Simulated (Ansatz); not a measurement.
Mg2Si⁺. Charge 1, multiplicity 2. Geometry B3LYP-D4/def2-TZVP, that of the neutral singlet; atoms count from 1.

```csv
atom,x (Å),y (Å),z (Å)
Mg1,-0.440,-0.970,-1.523
Mg2,0.211,-0.165,1.838
Si3,0.229,1.135,-0.316
```

Another isomer (singlet) lies 0.06 eV lower at PBE0-D4/def2-TZVP.

(1) Estimate the Mulliken populations from the PBE0/def2-TZVP orbitals of Ansatz.

(2) Where does the spin sit?

(3) And the Mayer bond orders between bonded heavy atoms (over 0.3)?

Answers

(1) 
```tsv
atom	charge (e)	spin (α − β)
Mg1	0.56	-0.02
Mg2	0.56	-0.02
Si3	-0.13	1.05
```
Mulliken values and Mayer orders depend strongly on the basis.

(2) Summed by element: Mg -0.05, Si 1.05, of 1 unpaired in all. Largest on single atoms: Si3 1.05, Mg1 -0.02, Mg2 -0.02.

(3) Mg1–Si3 1.13 (2.52 Å); Mg2–Si3 1.13 (2.52 Å).
